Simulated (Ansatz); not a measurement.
Geometry optimisation, RKS PBE-D4/def2-SVP in Ansatz.

input.yaml

```yaml
crystal:
  periodic: [false, false, false]
  atoms:
    - { symbol: Al, position_ang: [-0.898267, -0.446113, 0.963737] }
    - { symbol: H, position_ang: [1.820889, -0.068449, 1.256806] }
    - { symbol: "N", position_ang: [2.081695, 0.156468, 0.272729] }
    - { symbol: H, position_ang: [1.787756, -0.631786, -0.317673] }
    - { symbol: H, position_ang: [1.55003, 0.989094, -0.011037] }
    - { symbol: "N", position_ang: [-1.24213, -0.076155, -0.788931] }
    - { symbol: H, position_ang: [-2.192669, -0.100769, -1.18333] }
    - { symbol: H, position_ang: [-0.599405, 0.17771, -1.548101] }
basis:
  gaussian: { orbitals: def2-SVP }
hamiltonian:
  xc: pbe
  dispersion: d4
relax:
  f_tol: 0.03
  max_steps: 50
```

Launched with:

```bash
$ ansatz run input.yaml --threads 1 --pin off --max-ram 2048MiB --backend cpu --events-out ev --progress --plain --runs-dir out
```

Q: Where does it end, and by what steps?

A: The forces met the threshold. After 6 steps the energy has fallen by 0.018 eV; H5 moved furthest, 0.22 Å.

| step | energy less start (eV) | largest force component (eV/Å) | accepted |
| --- | --- | --- | --- |
| 0 | 0.0000 | 0.499 | yes |
| 1 | 0.0101 | 1.052 | no |
| 2 | -0.0067 | 0.463 | yes |
| 3 | -0.0095 | 0.388 | yes |
| 4 | -0.0146 | 0.184 | yes |
| 5 | -0.0177 | 0.039 | yes |
| 6 | -0.0179 | 0.016 | yes |

```xyz
8
Properties=species:S:1:pos:R:3
Al -0.817 -0.442 0.975
H 1.952 -0.038 1.229
N 1.936 0.152 0.222
H 1.620 -0.678 -0.290
H 1.331 0.954 0.020
N -1.129 -0.055 -0.786
H -2.086 -0.074 -1.165
H -0.499 0.182 -1.561
```

Whether the end is a true minimum wasn't checked by a vibrational analysis.

Run time: 14 s on 1 thread of Arm Neoverse V1, on a shared host, peak memory 0.12 GiB.
